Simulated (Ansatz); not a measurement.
Basis sets compared for mu-NH2-B2H5 (B₂NH₇). Charge 0, multiplicity 1. Geometry PBE-D4/def2-TZVP. Ansatz on 4 threads of Arm Neoverse V1 on a shared host; times are rough, and most runs start from earlier orbitals.

Cartesian coordinates in Å:
```
B 0.5409 -0.7509 0.3910
N -0.7265 0.1471 0.5378
B -0.0330 0.6480 -0.7670
H 1.0085 -0.2037 -0.7460
H 1.4040 -0.5113 1.1914
H 0.3014 -1.8854 0.0769
H -1.6260 -0.3131 0.4276
H -0.7392 0.7921 1.3232
H -0.6162 0.3512 -1.7744
H 0.4861 1.7261 -0.6606
```

Binding counts from free atoms (B doublet, N quartet, H doublet) in the same basis, without a counterpoise term.

```tsv
level	functions	energy (Eh)	HOMO (eV)	LUMO (eV)	binding per atom (eV)	wall time
HF/STO-3G	22	-106.5913	-11.33	10.96	3.56	0.1 s
HF/def2-TZVP (with forces)	135	-107.9525	-12.41	2.96	2.68	0.5 s
PBE-D4/def2-SVP	77	-108.4482	-7.29	0.14	3.61	0.5 s
PBE-D4/def2-TZVP	135	-108.5705	-7.42	-0.44	3.59	0.7 s
r2SCAN-D4/def2-TZVP	135	-108.6635	-7.75	0.29	3.56	1.4 s
PBE0-D4/def2-SVP	77	-108.4782	-8.75	1.08	3.59	0.5 s
PBE0-D4/def2-TZVP	135	-108.5962	-8.83	0.40	3.56	0.9 s
```

Estimate the rows for PBE-D4/def2-TZVPD, r2SCAN-D4/def2-TZVPD, PBE0-D4/def2-TZVPD.


```
               level  functions  energy (Eh)  HOMO (eV)  LUMO (eV)  binding per atom (eV)  wall time
   PBE-D4/def2-TZVPD        174    -108.5710      -7.43      -0.81                   3.60      1.2 s
r2SCAN-D4/def2-TZVPD        174    -108.6639      -7.75      -0.07                   3.56      2.1 s
  PBE0-D4/def2-TZVPD        174    -108.5966      -8.83      -0.14                   3.56      1.3 s
```
